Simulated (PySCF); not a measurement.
Two structures, one formula

The two ends of one reaction step of BH2SF, singlet (PBE0-D4/def2-TZVP).

A:

```
5
angstrom
B -0.3555 0.4163 -0.0729
H -0.1997 0.9342 0.9913
S 0.5504 -1.0492 -0.5748
H 1.2471 -1.1493 0.5674
F -1.2255 0.9292 -0.9259
```

B:

B1  (-0.435, -0.329, -1.113)
H2  (0.418, 0.909, 1.777)
S3  (0.293, -1.758, -1.248)
H4  (0.721, 0.240, 1.640)
F5  (-1.016, 0.804, -1.011)
(Å)

PySCF 2.14 with density fitting (its default auxiliary sets; JK sets also for MP2 and CCSD(T)); basis: def2-TZVPP; cores frozen in the correlated methods. B3LYP uses VWN-RPA correlation.

**Question.** Which structure is lower at CCSD(T), and by how much? (Judge from chemistry; the value comes from the calculation.)

**Answer.** Computed: A, by 0.961 eV (electronic energy, against the other). By their contacts, A is BH₂SF ([F][BH][SH]) and B is a complex of BSF + H₂.

All methods give the same order:

```
   method  E(B) − E(A) (eV)
    SPW92             1.206
   PBE-D4             0.955
r2SCAN-D4             0.968
  PBE0-D4             1.079
 B3LYP-D4             0.943
 BHLYP-D4             1.089
  wB97M-V             1.003
       HF             1.084
      MP2             0.889
     CCSD             1.024
  CCSD(T)             0.961
```

No T1 diagnostic of these runs exceeds 0.015.

Labels in which every atom is bracketed show which atoms are joined, not bond orders.

For scale, one of the runs: CCSD(T)/def2-TZVPP, 132 basis functions, launched by `OMP_NUM_THREADS=4 python run.py`. Time: 69 s of wall clock on 4 CPU threads of an Arm Neoverse N1; the host was shared. Peak host memory: 0.72 GiB.
